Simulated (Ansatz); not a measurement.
The same path of CH3O + FH (7 atoms, charge 0, multiplicity 2) was run twice with different band settings. Lost on the way: H1–F2, C4–H5. Made: H1–O3, F2–H5.

Method: UKS PBE-D4/def2-SVP (Ansatz 0.2.0).

Relaxed end points:

```xyz
7
Properties=species:S:1:pos:R:3
H -0.527 -1.434 -0.242
F 0.139 -2.111 -0.117
O -1.064 0.154 -0.314
C 0.097 0.754 0.036
H 0.225 0.596 1.150
H 0.143 1.851 -0.161
H 0.987 0.191 -0.353
```

```xyz
7
Properties=species:S:1:pos:R:3
H -0.833 -0.827 -0.499
F 0.366 -1.675 0.839
O -1.047 0.132 -0.559
C 0.075 0.799 -0.186
H 0.449 -0.739 1.021
H -0.067 1.885 -0.077
H 1.057 0.424 -0.538
```

Common settings: spring 5.0 eV/Å²; optimiser quadratic models (default); start path through a guess of the saddle point; force threshold 0.05 eV/Å; iteration limit 60; end points relaxed.

| run | movable images | climbing image |
| --- | --- | --- |
| 1 | 9 | yes |
| 2 | 4 | no |

Q: What does each run give, and how far can it be trusted?

A: Run 1: converged after 12 iterations, highest image 0.594 eV above the first end. A vibrational analysis at the climbing image gives one clearly imaginary mode, 1202i cm⁻¹: a first-order saddle point.
Run 2: converged after 11 iterations, highest image 0.445 eV above the first end. No image climbed, so the highest image needn't sit at the top of the path.
